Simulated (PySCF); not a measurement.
**Ways to converge the SCF of AlO**

Do solver options change the result for AlO, or only the number of cycles?

Computed with PySCF 2.14.0. Level: each script names its method and basis.

2 further runs of the same task are left out: 2 that didn't finish.

### Step 1. Where the work starts

AlO: 2 atoms, charge 0, spin multiplicity 2.

Bond lengths: Al1–O2 1.534 Å.

### Step 2. The run that the others are compared with

input.py

```python
from pyscf import gto, scf, mp

mol = gto.M(
    atom='Al 0 0 0; O 0 0 1.534',
    basis='cc-pvdz',
    charge=0,
    spin=1,
    verbose=3,
)
mf = scf.UHF(mol)
mf = mf.density_fit(auxbasis='def2-universal-jkfit')
mf = mf.newton()
mf.kernel()
mp.MP2(mf, frozen=6).kernel()
mf.dip_moment()
print('orbital energies (hartree):', [e[max(0, n-3):n+3].round(4) for e, n in zip(mf.mo_energy, mol.nelec)])
```

Command:

```sh
OMP_NUM_THREADS=1 python input.py
```

The log of this run is left out.

In short: E(SCF) = -316.719207 Eh, E(MP2) − E(SCF) = -0.21317 Eh, ⟨S²⟩ = 0.803, μ = 2.31 D (of the SCF density).

The bond length is a typed value, not an optimised one.

### Step 3. Initial guess chk

Variant 1 changes initial guess: minao → chk.

input.py

```python
from pyscf import gto, scf, mp

mol = gto.M(
    atom='Al 0 0 0; O 0 0 1.534',
    basis='cc-pvdz',
    charge=0,
    spin=1,
    verbose=3,
)
mf = scf.UHF(mol)
mf = mf.density_fit(auxbasis='def2-universal-jkfit')
mf.init_guess = 'chk'
mf = mf.newton()
mf.kernel()
mp.MP2(mf, frozen=6).kernel()
mf.dip_moment()
print('orbital energies (hartree):', [e[max(0, n-3):n+3].round(4) for e, n in zip(mf.mo_energy, mol.nelec)])
```

Command:

```sh
OMP_NUM_THREADS=1 python input.py
```

### Step 4. Cycle limit 5

Variant 2 changes cycle limit: 50 → 5.

input.py, as its differences from that of step 2:

```diff
@@ -11,2 +11,3 @@
 mf = mf.density_fit(auxbasis='def2-universal-jkfit')
+mf.max_cycle = 5
 mf = mf.newton()
```

### Step 5. DIIS space 20

Variant 3 changes DIIS space: default → 20.

input.py, as its differences from that of step 2:

```diff
@@ -11,2 +11,3 @@
 mf = mf.density_fit(auxbasis='def2-universal-jkfit')
+mf.diis_space = 20
 mf = mf.newton()
```

### Step 6. Convergence threshold 1e-11 hartree

Variant 4 changes convergence threshold: default → 1e-11 hartree.

input.py, as its differences from that of step 2:

```diff
@@ -11,2 +11,3 @@
 mf = mf.density_fit(auxbasis='def2-universal-jkfit')
+mf.conv_tol = 1e-11
 mf = mf.newton()
```

Before running it: what results should come out? Wanted: for each run, E(SCF); from base; gap, α spin; SCF dipole; after the SCF.

As calculated:

```tsv
run	E(SCF) (hartree)	from base (eV)	gap, α spin (eV)	SCF dipole (D)	after the SCF
base	-316.719207	0	11.30	2.31	MP2 correlation -5.801 eV, core frozen
initial guess chk	-316.719207	0.0000	11.30	2.31	MP2 correlation -5.801 eV, core frozen
cycle limit 5	-316.719207	0.0000	11.30	2.31	MP2 correlation -5.801 eV, core frozen
DIIS space 20	-316.719207	0.0000	11.30	2.31	MP2 correlation -5.801 eV, core frozen
convergence threshold 1e-11 hartree	-316.719207	0.0000	11.30	2.31	MP2 correlation -5.801 eV, core frozen
```

**Reading.** With initial guess chk or cycle limit 5 or DIIS space 20 or convergence threshold 1e-11 hartree the SCF ends at the base energy. PySCF falls back to minao for a guess that it doesn't know or can't read, so that run repeats the base.
